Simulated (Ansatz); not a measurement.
## Worked example: the step energy

An elementary step of BH5S, closed shell (BH₃S ([BH2][SH]) + H₂ → BH₃ + H₂S (still joined by a long B–S bond); B–S, H–H broken or loosened, B–H, S–H formed or tightened). “Start” and “end” are the PBE0-D4/def2-TZVP structures reached by relaxing down either side of its saddle point, with the molecules still in contact.

Program: Ansatz 0.2.0. Basis: def2-TZVPP and def2-QZVPP. Cores are frozen in the correlated methods.

Energies in eV:

| quantity | end | start |
| --- | --- | --- |
| Hartree–Fock, triple zeta (X = 3) | -11567.82946 | -11568.33809 |
| Hartree–Fock, quadruple zeta (X = 4) | -11568.18720 | -11568.69497 |
| MP2 correlation, X = 3 | -8.91750 | -8.67431 |
| MP2 correlation, X = 4 | -9.55638 | -9.31827 |
| CCSD(T) correlation, X = 3 | -10.40196 | -10.15854 |

(1) Work out the step energy at the basis limit: extrapolate Hartree–Fock as E(X) = E∞ + A exp(−7.88 √X) and the MP2 correlation as E(X) = E∞ + B X^−2.97 (the exponents that Neese and Valeev fitted for def2-TZVPP and QZVPP), then add CCSD(T) − MP2 in triple zeta.

T1 diagnostic: at most 0.014.

Results:

(1) Each step is linear, so take the differences first (end − start): Hartree–Fock 0.50863 (X = 3) and 0.50777 (X = 4); MP2 correlation -0.24319 and -0.23811; CCSD(T) correlation -0.24342.
Two points give E∞ = E(4) + w [E(4) − E(3)], with w = 1/(exp(7.88 (2 − √3)) − 1) = 0.1377 for Hartree–Fock and w = 1/((4/3)^2.97 − 1) = 0.7407 for the correlation.
Hartree–Fock: 0.50777 + 0.1377 × (-0.00086) = 0.5077 eV.
MP2 correlation: -0.23811 + 0.7407 × 0.00508 = -0.2343 eV.
CCSD(T) − MP2: -0.24342 − (-0.24319) = -0.0002 eV.
Sum: 0.5077 + (-0.2343) + (-0.0002) = 0.2732 eV, or 6.30 kcal/mol. Plain CCSD(T) in triple zeta gives 0.2652 eV, so the larger basis shifts the result by 0.0080 eV.

Labels in which every atom is bracketed show which atoms are joined, not bond orders.

For scale, one of the runs: CCSD(T)/def2-TZVPP, 143 basis functions, launched by `ansatz run in.yaml --threads 2 --pin off --events-out ev --progress --plain --max-ram 4352MiB`. Hardware: 2 CPU threads of an Arm Neoverse V1, shared host. Wall time 7.5 s; peak host memory 0.79 GiB.
